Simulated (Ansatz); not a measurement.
Reaction (SMILES): [OH] (OH) → OH+ (triplet, bonded as [OH]) + e-
B3LYP-D3(BJ)/def2-TZVP geometries, fixed; electronic energies without zero-point terms.

Core correlation in the adiabatic ionisation energy at MP2 with Ansatz (an electronic-structure program), in eV: frozen core against all electrons. Core-valence sets carry the plain set on hydrogen. Open shells are unrestricted.

```json
[
 {"basis": "cc-pVDZ", "functions, most": "19", "frozen core": "12.306", "all electrons": "12.312", "core term (second minus first)": "0.006"},
 {"basis": "cc-pCVDZ", "functions, most": "23", "frozen core": "12.314", "all electrons": "12.321", "core term (second minus first)": "0.007"},
 {"basis": "cc-pVTZ", "functions, most": "44", "frozen core": "12.818", "all electrons": "12.832", "core term (second minus first)": "0.014"},
 {"basis": "cc-pCVTZ", "functions, most": "57", "frozen core": "12.823", "all electrons": "12.836", "core term (second minus first)": "0.013"},
 {"basis": "cc-pwCVTZ", "functions, most": "57", "frozen core": "12.827", "all electrons": "12.840", "core term (second minus first)": "0.013"},
 {"basis": "cc-pVQZ", "functions, most": "85", "frozen core": "12.992", "all electrons": "13.008", "core term (second minus first)": "0.016"},
 {"basis": "cc-pCVQZ", "functions, most": "114", "frozen core": "12.996", "all electrons": "13.010", "core term (second minus first)": "0.014"},
 {"basis": "cc-pwCVQZ", "functions, most": "114", "frozen core": "12.999", "all electrons": "13.013", "core term (second minus first)": "0.014"}
]
```

The largest core-valence set, cc-pwCVQZ, gives a core term of 0.014 eV; the valence set cc-pVQZ, which lacks functions for the core, gives 0.016.
